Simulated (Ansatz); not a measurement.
in.yaml

```yaml
crystal:
  periodic: [false, false, false]
  atoms:
    - {symbol: Al, position_ang: [0.000000, 0.000000, 0.105100]}
    - {symbol: C, position_ang: [0.000000, 0.000000, -1.811100]}
    - {symbol: H, position_ang: [0.000000, 0.000000, 1.706000]}
basis:
  gaussian: {orbitals: 6-31G, point_charges: [{charge: -0.50, position_ang: [4.525, 0.063, 0.226]}]}
magnetization: {spin_polarized: false, initial_magnetization: 2}
correlation: {active_space: {window: {electrons: 4, orbitals: 3}, fixed_orbitals: true}}
scf: {lower_state_search: off}
```

```sh
$ ansatz run in.yaml --threads 1 --pin off --events-out ev --progress --plain --max-ram 2393MiB
```

The program prints:

```
these checks for a lower state are left out or cut short: stability, starts, cluster_reference, orbital_swaps, neighbouring_geometries, increment
297 factors; integrals over basis functions are off by at most 1.3e-4 eV
mean field evaluation 1: about -7621.9279 eV, gradient 1.1e1 eV
mean field evaluation 2: about -7621.9297 eV, gradient 1.1e1 eV
mean field evaluation 4: about -7622.4520 eV, gradient 3.5e0 eV
mean field evaluation 8: about -7622.5055 eV, gradient 1.3e-1 eV
mean field -7622.50610296 eV, -280.1219325636 hartree, gradient 1.8e-6 eV, S^2 2.000000; 0 other end points of the search recorded, 0 dependent functions left out
reference -7622.50610296 eV, -280.1219325636 hartree; 11, 9 occupied and 13, 15 virtual orbitals, 297 factors
state -7622.50610296 eV, -280.1219325636 hartree
Total energy: -7622.50610296 eV, -280.1219325636 hartree
Checks for a lower state left out: stability, starts, cluster_reference, orbital_swaps, neighbouring_geometries, increment
```

Natural occupations: 2.0000 1.0000 1.0000.

Ran on 1 thread of Arm Neoverse V1, shared host: 0.12 s wall, 0.15 GiB peak host memory.
